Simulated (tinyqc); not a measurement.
Inside a calculation. Method: extended Hueckel theory, for LiH. Computed by tinyqc, a small Python program that keeps every step (integrals from PySCF). Settings: charge = 0, K = 1.75, weighted = 1, multiplicity = 1. Command: `OMP_NUM_THREADS=1 python tinyqc.py 28690 28691 out.jsonl` (the two numbers bound the seeds that draw the settings). One thread of a shared host (Intel(R) Xeon(R) Processor @ 2.60GHz), about 0.01 s of CPU time with the checks.

## Overlaps

Geometry (angstrom):
```
atom,x,y,z
Li,0.0000,0.0000,0.0000
H,0.0000,0.0000,1.4820
```

Parameters chosen for this run:
```
element,shell,Slater exponent,H_ii (eV)
Li,2s,0.6500,-5.4000
Li,2p,0.6500,-3.5000
H,1s,1.3000,-13.6000
```

Slater orbitals, each expanded in six Gaussians scaled to its exponent.

overlap S:
```
,1Li 2s,1Li 2px,1Li 2py,1Li 2pz,2H 1s
1Li 2s,1.0000,0.0000,0.0000,0.0000,0.3790
1Li 2px,0.0000,1.0000,0.0000,0.0000,0.0000
1Li 2py,0.0000,0.0000,1.0000,0.0000,0.0000
1Li 2pz,0.0000,0.0000,0.0000,1.0000,0.4907
2H 1s,0.3790,0.0000,0.0000,0.4907,1.0000
```

## Wolfsberg-Helmholz matrix

diagonal H_ii (eV): 1Li 2s -5.4000, 1Li 2px -3.5000, 1Li 2py -3.5000, 1Li 2pz -3.5000, 2H 1s -13.6000

K = 1.7500

H_ij = K' S_ij (H_ii + H_jj)/2 for i != j (the diagonal keeps H_ii), with K' = K + D^2 + D^4 (1 - K), D = (H_ii - H_jj)/(H_ii + H_jj), K = 1.75.

H (eV):
```
,1Li 2s,1Li 2px,1Li 2py,1Li 2pz,2H 1s
1Li 2s,-5.4000,0.0000,0.0000,0.0000,-6.8776
1Li 2px,0.0000,-3.5000,0.0000,0.0000,0.0000
1Li 2py,0.0000,0.0000,-3.5000,0.0000,0.0000
1Li 2pz,0.0000,0.0000,0.0000,-3.5000,-8.4235
2H 1s,-6.8776,0.0000,0.0000,-8.4235,-13.6000
```

## Orbitals

valence electrons = 2

Solve H C = S C e through S^(-1/2); fill by pairs from the bottom, a degenerate level sharing its electrons equally; each orbital has its largest coefficient positive (the first on a tie).

orbital energies (eV): -14.0878  -4.7367  -3.5000  -3.5000  7.1011

occupations: 2.0000  0.0000  0.0000  0.0000  0.0000

coefficients:
```
,MO1,MO2,MO3,MO4,MO5
1Li 2s,0.1538,0.8407,0.0000,0.0000,0.7092
1Li 2px,0.0000,0.0000,0.9930,0.1180,0.0000
1Li 2py,0.0000,0.0000,-0.1180,0.9930,0.0000
1Li 2pz,0.1239,-0.5411,0.0000,0.0000,1.0407
2H 1s,0.8684,-0.1097,0.0000,0.0000,-0.9265
```

sum of one-electron energies = -28.1756 eV

Within a degenerate level the vectors are fixed only up to a rotation; this is one choice.

## Mulliken analysis

P = C n C^T; charge = valence electrons (Li 1, H 1) minus the sum of (P S)_ii on the atom; overlap population = 2 sum P_ij S_ij between two atoms.

charges: 1Li 0.7152, 2H -0.7152

Overlap populations:
```
pair,value
2-1,0.413612
```
